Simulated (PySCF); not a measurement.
# Accurate constants of NH+, step by step

Aim: bond length, wavenumber and bond energy of NH+ near the limit of CCSD(T), built from two basis sets and any small corrections listed.

Computed with PySCF 2.14.0. Level: CCSD(T) on ROHF, no relativity in the base curves; scalar relativity is added as a correction.

## 1. Set-up

* molecule: NH+
* state: quartet, unpaired electrons σ ↑, π ↑↑
* smaller basis: H aug-cc-pVTZ, N aug-cc-pVTZ
* larger basis: H aug-cc-pVQZ, N aug-cc-pVQZ
* frozen core orbitals: 1
* extrapolation: correlation as n⁻³ (n = 3, 4), Hartree–Fock as (n+1)·exp(−9√n)
* corrections: core–valence correlation, scalar relativity
* distances (Å): 0.9722, 1.0164, 1.0606, 1.1048, 1.1490, 1.2042, 1.2594
* masses (u): 1.0078, 14.0031
* dissociation limit: H+ + N

Command:

```
OMP_NUM_THREADS=4 python comp.py task.json out
```

## 2. Coupled cluster at each distance

What does the calculation give? Wanted: for each run, Re; ωe; ωexe; αe; De.

As calculated:

| level | Re (Å) | ωe (cm⁻¹) | ωexe (cm⁻¹) | αe (cm⁻¹) | De (eV) |
| --- | --- | --- | --- | --- | --- |
| CCSD(T)/aug-cc-pVTZ(-PP) | 1.0941 | 2712.2 | 83.3 | 0.737 | 3.663 |
| CCSD(T)/aug-cc-pVQZ(-PP) | 1.0927 | 2715.3 | 84.9 | 0.746 | 3.664 |
| HF/CBS | 1.0612 | 3007.2 | 89.5 | 0.730 | 3.919 |
| MP2/CBS | 1.0850 | 2757.0 | 91.7 | 0.779 | 3.652 |
| CCSD/CBS | 1.0895 | 2740.2 | 86.3 | 0.750 | 3.670 |
| CCSD(T)/CBS | 1.0922 | 2714.7 | 85.9 | 0.752 | 3.657 |
| CCSD(T)/CBS+CV | 1.0911 | 2720.8 | 86.0 | 0.753 | 3.656 |
| CCSD(T)/CBS+CV+SR | 1.0914 | 2717.2 | 86.0 | 0.754 | 3.652 |

**Reading.** The last step gives Re = 1.0914 Å, ωe = 2717.2 cm⁻¹ and De = 3.652 eV; the smaller basis alone is off from it by +2.8 mÅ and +0.01 eV. Near the minimum the mean field binds by 3.89 eV and correlation adds -0.24 eV of binding. T1 is 0.019. Spin–orbit coupling and excitations beyond (T) are left out.
